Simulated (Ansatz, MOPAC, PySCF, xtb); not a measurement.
Dimer: CH5N (SMILES CN) (first 7 atoms) with CH5N (SMILES CN); geometry from S66by8 set.
(charge 0, multiplicity 1):
| atom | x (Å) | y (Å) | z (Å) |
|---|---|---|---|
| N | -1.5612 | 0.2363 | -0.6432 |
| H | -0.7326 | -0.3486 | -0.6935 |
| H | -2.2230 | -0.1534 | -1.3014 |
| C | -2.1212 | 0.1567 | 0.7042 |
| H | -3.0153 | 0.7746 | 0.7654 |
| H | -2.3853 | -0.8505 | 1.0417 |
| H | -1.4028 | 0.5640 | 1.4133 |
| N | 1.7322 | -0.7297 | -0.4672 |
| H | 2.0285 | -0.4552 | -1.3952 |
| H | 2.3558 | -1.4774 | -0.1920 |
| C | 1.8925 | 0.4055 | 0.4465 |
| H | 1.6223 | 0.0908 | 1.4521 |
| H | 2.8999 | 0.8272 | 0.4834 |
| H | 1.1999 | 1.1912 | 0.1538 |

Interaction energies are E(AB) − E(A) − E(B) at the monomers' geometry in the complex; basis-set methods are counterpoise corrected. Rows marked so take none.

Correlated levels freeze the cores. Rows in 3-21G, 6-31G* carry no dispersion term and start afresh at each structure (6-31G* with six Cartesian d functions). The state that PM3 reach isn't checked.

Run with Ansatz (Gaussian orbitals); MOPAC for PM3 (differences of heats of formation); PySCF for 3-21G rows, 6-31G* rows, the dispersion terms; xtb for the GFN methods. Values without a source in brackets are computed.

```
level                       interaction energy (kcal/mol)
--------------------------  -----------------------------
GFN-FF                                              -3.64
PM3                                                 -0.26
HF/3-21G (no counterpoise)                          -4.96
HF/aug-cc-pVDZ                                      -1.61
r2SCAN-D3(BJ)/def2-TZVPPD                           -3.71
B3LYP/6-31G*                                        -2.59
PBE0-D3(BJ)/def2-TZVPPD                             -3.87
MP2/aug-cc-pVDZ                                (withheld)
CCSD/aug-cc-pVDZ                               (withheld)
```

### Question
Some entries are withheld; supply them.

### Answer

- MP2/aug-cc-pVDZ, interaction energy (kcal/mol): -3.47
- CCSD/aug-cc-pVDZ, interaction energy (kcal/mol): -3.13

Ansatz is an electronic-structure program.
